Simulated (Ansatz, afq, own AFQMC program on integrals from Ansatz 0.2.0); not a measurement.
Two steps: Ansatz 0.2.0 writes the Fock matrix and Cholesky factors of the valence space, and afq projects on them the lowest state that overlaps trial and start.

```yaml
crystal:
  periodic: [false, false, false]
  atoms:
    - {symbol: Ge, position_ang: [0.000000, 0.000000, 0.000000]}
    - {symbol: O, position_ang: [0.000000, 0.000000, 1.622593]}
basis:
  gaussian: {orbitals: cc-pVDZ}
magnetization: {spin_polarized: false}
correlation: {method: ccsd_t, electrons: outside_noble_gas, hamiltonian_folder: ham}
```

```sh
$ ansatz run in.yaml --threads 1 --pin off --events-out ev --progress --plain --max-ram 1382MiB
```

afq runs on the folder ham with

```
--method free --trial cisd --walkers 160 --time-step 0.03 --max-blocks 80 --target-error 0.00038 --factor-cut 1e-05 --seed 3560 --times 0,0.21,0.42,0.81,1.2,1.8,2.4,3 --taylor-order 8
```

Times are imaginary, in 1/Eh. The walk had a cap of 526 s. Filled inner d shells are frozen with the cores.

```
orbitals 26  electrons 5 5  factors 188 of 461
reference energy -2150.18361764 Eh
CCSD correlation -0.28030372 Eh in 12 cycles, weight of the determinant in the CISD state 0.8649
repeat  energy at the last time / Eh  error
    10  -2150.477137  0.002836
    20  -2150.479197  0.001936
    30  -2150.478613  0.001497
    40  -2150.477700  0.001149
    50  -2150.477793  0.000983
    60  -2150.477892  0.000847
    70  -2150.477924  0.000775
    80  -2150.477578  0.000733
time / (1/Eh)  energy / Eh  error  mean overlap
  0.00  -2150.463589  0.000527  1.1551
  0.21  -2150.470478  0.000434  1.1524
  0.42  -2150.473172  0.000344  1.1538
  0.81  -2150.476913  0.000437  1.1480
  1.20  -2150.477825  0.000411  1.1439
  1.80  -2150.478559  0.000595  1.1538
  2.40  -2150.478087  0.000663  1.1716
  3.00  -2150.477578  0.000733  1.1955
energy -2150.477578 +/- 0.000733 Eh
```

(1) Estimate how long the walk took on 1 thread of AMD EPYC 9R45 96-Core Processor (Zen 5), with other jobs on the host.

The run passed its tests (error under three times the target), which doesn't prove that it has relaxed.

Against this walk (error 20.0 meV) on the same determinant: CCSD(T) 2.5 meV lower (within the noise), CCSDT(Q) 77.0 meV lower. The error is statistical, and a free projection of finite length keeps a remainder of its start. None of these is a sure reference here.

Cautions: remainder of the start not in the error; error above the target (20.0 against 10.3 meV); no relativity below Rb; no spin-orbit coupling; inner d shell frozen; higher spins were not checked; strong correlation (T1 0.037, weight of the determinant 0.86, largest double 0.08).

## Answers

(1) 62 s of wall time.

CCSDT and higher add their correlation energy to the determinant of the CCSD(T) run, since their own runs factorise the integrals more tightly (a shift of under 2 meV). A walk keeps the symmetry of its determinant, which the program's search chose and which needn't be the lowest solution, so a lower state of the same spin and another symmetry isn't excluded.
